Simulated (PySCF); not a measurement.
Structure problem from calculated spectra and properties.

Formula: C4H10O2.

| Property | Result |
| --- | --- |
| Dipole | 3.30 D [PBE0/pcSseg-2] |
| 13C NMR | chemical shifts (computed TMS as zero) by class: 66.4 (2 C), 33.7 (2 C) ppm [GIAO PBE0/pcSseg-2] |
| 1H NMR | chemical shifts (computed TMS as zero) by class: 3.65 (4 H), 1.63 (4 H), -0.31 (2 H) ppm [GIAO PBE0/pcSseg-2] |
| NMR, other nuclei | isotropic shieldings of nuclei other than C and H, by class: 292 (2 O) ppm [GIAO PBE0/pcSseg-2] |
| Rotational structure | rotational constants A, B, C: 7.084, 1.655, 1.535 GHz [PBE0-D3(BJ)/def2-TZVP] |

Electronic properties: PySCF, gas phase, density fitting. Levels stand in brackets. The structure is a single PBE0-D3(BJ)/def2-TZVP conformer in the gas phase; no vibrational or solvent corrections. Each NMR value is the plain mean over a class of atoms that symmetry, rotation or inversion makes alike.

Question: What is the compound? Reason from the data.

Answer: Numbering: `[OH:1][CH2:2][CH2:3][CH2:4][CH2:5][OH:6]`. Its formula, C4H10O2, gives 0 degrees of unsaturation, so no ring and no π bond. 4 carbons fall into 2 classes; from least to most shielded: carbinol carbon (C–OH) [C2/C5] (66.4 ppm, 2 C, up to 2.7 ppm apart in this geometry), chain CH2 carbon [C3/C4] (33.7 ppm, 2 C). Hydrogen classes from least to most shielded: 4 H on 2 like atoms (carbinol carbon (C–OH)), C2/C5 (3.65 ppm), 4 H on 2 chain CH2 carbons, C3/C4 (1.63 ppm, a mean of values up to 1.4 ppm apart in this geometry), 2 H on 2 alcohol oxygens, O1/O6 (-0.31 ppm). The other shieldings belong to: 292 ppm, alcohol oxygen [O1/O6]. The optimised geometry has point group C1 and is an asymmetric top. Structure: `OCCCCO` (1,4-butanediol). Computed isomers that give other values at the same levels: `COCCOC` (rotational constant A: 11.756 GHz; this holds for the one conformer computed). The assignments are read from this structure; whether some other isomer fits the data as well wasn't checked.
